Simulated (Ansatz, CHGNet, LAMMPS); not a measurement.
# hcp Y, cohesive energy

Reference value: 4.42 eV/atom (measured, finite-temperature (and zero-point) corrections as in the cited sets; as tabulated in Jana et al. (2018), arXiv:1807.00350).

```json
[
 {"level (code)": "Lennard-Jones uff-vdw (LAMMPS)", "value (eV/atom)": "0.03", "cell (Å³/atom)": "24.30"},
 {"level (code)": "CHGNet 0.3.0", "value (eV/atom)": "4.25", "cell (Å³/atom)": "32.91"},
 {"level (code)": "LDA (Ansatz)", "value (eV/atom)": "[?]", "cell (Å³/atom)": "29.94"},
 {"level (code)": "PBE (Ansatz)", "value (eV/atom)": "4.19", "cell (Å³/atom)": "32.88"},
 {"level (code)": "revPBE (Ansatz)", "value (eV/atom)": "[?]", "cell (Å³/atom)": "33.79"},
 {"level (code)": "PBE-D3(BJ) (Ansatz)", "value (eV/atom)": "[?]", "cell (Å³/atom)": "31.51"},
 {"level (code)": "rVV10 (Ansatz)", "value (eV/atom)": "[?]", "cell (Å³/atom)": "32.61"},
 {"level (code)": "r²SCAN-D4 (Ansatz)", "value (eV/atom)": "4.16", "cell (Å³/atom)": "33.20"},
 {"level (code)": "B3LYP (VWN-RPA form) (Ansatz)", "value (eV/atom)": "3.15", "cell (Å³/atom)": "33.97"},
 {"level (code)": "HSE06 (Ansatz)", "value (eV/atom)": "3.95", "cell (Å³/atom)": "33.72"},
 {"level (code)": "LC-ωPBE (Ansatz)", "value (eV/atom)": "3.61", "cell (Å³/atom)": "34.47"},
 {"level (code)": "Hartree–Fock (Ansatz)", "value (eV/atom)": "1.87", "cell (Å³/atom)": "41.12"}
]
```

Problem. What belongs in the gaps?

Solution. 
- LDA (Ansatz, an electronic-structure program), value (eV/atom): 4.92
- revPBE (Ansatz), value (eV/atom): 3.86
- PBE-D3(BJ) (Ansatz), value (eV/atom): 4.53
- rVV10 (Ansatz), value (eV/atom): 4.36

Errors against the reference: Lennard-Jones uff-vdw -4.39 eV/atom, CHGNet 0.3.0 -0.17 eV/atom, LDA +0.50 eV/atom, PBE -0.23 eV/atom, revPBE -0.56 eV/atom, PBE-D3(BJ) +0.11 eV/atom, rVV10 -0.06 eV/atom, r²SCAN-D4 -0.26 eV/atom, B3LYP (VWN-RPA form) -1.27 eV/atom, HSE06 -0.47 eV/atom, LC-ωPBE -0.81 eV/atom, Hartree–Fock -2.55 eV/atom.

Leaving aside Lennard-Jones uff-vdw (doubt noted below), CHGNet 0.3.0 (doubt noted below), B3LYP (VWN-RPA form) (doubt noted below), HSE06 (doubt noted below), LC-ωPBE (doubt noted below), Hartree–Fock (doubt noted below): Once the reference is moved by up to 0.03 eV/atom (a margin picked here for doubts on the reference and the settings) and values within 0.03 eV/atom count as equal, the nearest can be rVV10 (-0.06 eV/atom) or PBE-D3(BJ) (+0.11 eV/atom). By the same margin the farthest can be revPBE (-0.56 eV/atom) or LDA (+0.50 eV/atom). Within 0.3 eV/atom: PBE, PBE-D3(BJ), rVV10, r²SCAN-D4.

Free atoms are spin-polarised, in the lowest state found; at levels without +SOC their spin–orbit coupling is left out.  Lennard-Jones uff-vdw: this is a force field's van der Waals term alone, without bonds or charges. CHGNet 0.3.0: free atoms can lie outside what these potentials were trained on. B3LYP (VWN-RPA form), HSE06, LC-ωPBE, Hartree–Fock: the free atom's electronic state is in doubt. Each level is taken at its own relaxed cell. Cutoffs and k meshes differ between the levels. Ansatz's density-functional and Hartree–Fock values are scalar-relativistic unless marked +SOC, with PAW data made under PBE.

Machine-learned potentials (CHGNet 0.3.0) are trained on DFT data: a solid inside that data is no test of them.

Differences are worked out from the printed values.
